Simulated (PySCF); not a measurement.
**Electron affinity of Cl by level of theory**

Cl⁻ [Ar] (1S) → Cl [Ne] 3s2 3p5 (2P), as a difference of total energies. Calculation: PySCF 2.14, in aug-cc-pwCVTZ; no relativity, point nucleus. Correlated levels: valence: [Ne] frozen. The calculations carry no spin-orbit coupling.

```csv
method,electron affinity (eV)
UHF,2.374
MP2 (valence),3.633
SCS-MP2 (valence),3.534
CCSD (valence),3.409
CCSD(T) (valence),3.502
```

Question: How much does correlation contribute at CCSD(T) (valence)?

Answer: 3.502 − (2.374) = 1.128 eV, measured against UHF.

A first-order spin-orbit estimate (lowest level to lowest level, LS coupling) adds -0.034 eV.

Errors of the correlated levels include the incompleteness of this basis and the frozen core.

For comparison: 3.613 eV (measured; photodetachment measurements, as compiled on the Wikipedia data page of electron affinities).
